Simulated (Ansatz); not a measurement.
The input, for Ansatz 0.2.0:

```yaml
crystal:
  periodic: [false, false, false]
  atoms:
    - {symbol: As, position_ang: [0.000000, 0.000000, 0.000000]}
    - {symbol: Be, position_ang: [0.000000, 0.000000, 2.173100]}
basis:
  gaussian: {orbitals: cc-pVDZ}
total_charge: 1
magnetization: {spin_polarized: false}
correlation: {method: ccsdtq, electrons: outside_noble_gas}
```

```sh
$ ansatz run in.yaml --threads 1 --pin off --events-out ev --progress --plain --max-ram 2393MiB
```

Roughly how long does this take on 1 thread of Arm Neoverse V1, shared host, and how much host memory?

24 s wall and 0.19 GiB.

```
763 factors; integrals over basis functions are off by at most 2.1e-7 eV
mean field evaluation 1: about -61182.0371 eV, gradient 1.1e1 eV
mean field evaluation 2: about -61182.1712 eV, gradient 1.1e1 eV
mean field evaluation 4: about -61182.7806 eV, gradient 1.0e0 eV
mean field evaluation 8: about -61182.8207 eV, gradient 1.6e-1 eV
mean field evaluation 16: about -61182.8219 eV, gradient 2.8e-6 eV
mean field evaluation 32: about -61182.8219 eV, gradient 3.4e-2 eV
mean field evaluation 64: about -61182.7963 eV, gradient 1.1e0 eV
mean field -61182.82190016 eV, -2248.4272336245 hartree, gradient 2.6e-6 eV, S^2 0.000000; 3 other end points of the search recorded, 0 dependent functions left out; unrestricted orbitals would lower it
mean field evaluation 96: about -61183.6385 eV, gradient 1.7e0 eV
mean field evaluation 128: about -61182.8219 eV, gradient 2.1e-6 eV
unrestricted determinant -61184.06460159 eV, -2248.4729020601 hartree, S^2 1.0174
15 core orbitals not correlated: weight in the atoms' cores, before any rotation towards them, 1.000 or more for the frozen orbitals, at most 0.000 for the correlated occupied ones
reference -61182.82190016 eV, -2248.4272336245 hartree; 3, 3 occupied and 23, 23 virtual orbitals, 763 factors
second order -2.63313471 eV of doubles, -0.00000000 eV of singles
cycle   1  -3.06274412 eV  change   -4.3e-1 eV  update   9.3e-2
...
cycle  33  -3.74987199 eV  change    2.2e-7 eV  update   2.8e-7
cycle  34  -3.74987194 eV  change    5.0e-8 eV  update   1.4e-7
cycle  35  -3.74987185 eV  change    9.6e-8 eV  update   1.7e-7
cycle   1  -3.74987162 eV  update   1.6e-7
cycle   2  -3.74987153 eV  change    8.3e-8 eV  update   1.1e-7
cycle   3  -3.74987149 eV  change    4.3e-8 eV  update   1.4e-7
cycle   4  -3.74987136 eV  change    1.3e-7 eV  update   1.2e-7
cycle   5  -3.74987126 eV  change    9.6e-8 eV  update   6.7e-8
cycle   6  -3.74987112 eV  change    1.4e-7 eV  update   5.8e-8
cycle   7  -3.74987103 eV  change    8.7e-8 eV  update   7.0e-8
WARN: these amplitudes may be one of several solutions (largest doubles amplitude 0.95, level shift 0.00 eV)
Total energy: -61186.57177119 eV, -2248.5650388432 hartree
```

The T1 diagnostic is 0.028.

For the same geometry and basis full CI lies 0.9 meV lower. By full CI's occupations no single determinant describes the state well. The program flagged this run's energy as in doubt. The determinant fills πx and πy unequally, so it is a mixture of Σ and Δ.
